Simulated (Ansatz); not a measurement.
# BSiP+ (quartet): wave-function methods side by side, def2-QZVPP

One table from this session's results is given with a row withheld; the runs are named, their logs left out.

Method: def2-QZVPP, core rule «outside noble gas», up to 11 orbitals frozen; program: Ansatz 0.2.0, Gaussian basis.

To be run: UHF; ROHF; CCSD(T) on UHF.

2 further runs of the same task are left out: 2 set aside as unsound or not needed.

## The system

The geometry is a PBE0/def2-TZVP stationary point (not a proven minimum) of the parent state, kept for this charge and spin.

3 atoms, charge 1, spin multiplicity 4.

Atoms are counted from 1 here; the program's logs count them from 0.

Bond lengths: B1–P2 1.813 Å, B1–Si3 2.032 Å, P2–Si3 2.135 Å. Angles: P2–B1–Si3 67.2°, B1–P2–Si3 61.3°, B1–Si3–P2 51.5°.

Coordinates:

```xyz
3
BPSi
B     0.0000   -1.3370    0.1884
P     0.0000    0.2942    0.9794
Si    0.0000    0.1902   -1.1526
```

The first run:

Contents of in.yaml:

```yaml
crystal:
  periodic: [false, false, false]
  atoms:
    - {symbol: B, position_ang: [0.000000, -1.336957, 0.188448]}
    - {symbol: P, position_ang: [0.000000, 0.294228, 0.979363]}
    - {symbol: Si, position_ang: [0.000000, 0.190151, -1.152618]}
basis:
  gaussian: {orbitals: "def2-QZVPP.json"}
total_charge: 1
magnetization: {spin_polarized: true, initial_magnetization: 3}
hamiltonian: {xc: hf}
output: {orbitals: {seedname: orbitals}}
```

Run with:

```
$ ansatz run in.yaml --threads 1 --pin off --events-out ev --progress --plain --max-ram 2393MiB
```

Steps of the session up to this table: UHF; ROHF; CCSD(T) on UHF.

One table of the session follows, with a row left open; its other results are not shown here.

It belongs to the step «Misses and costs». 

```
  method  from UCCSD(T) (kJ/mol)
    ROHF                  +891.7
     UHF                       ?
    UMP2                  +118.5
   UCCSD                   +63.5
UCCSD(T)                       0
```

Estimate the missing values for UHF.

As computed: from UCCSD(T) (kJ/mol): +862.4. In the column «from UCCSD(T) (kJ/mol)» it lies between UMP2 (+118.5) and ROHF (+891.7).
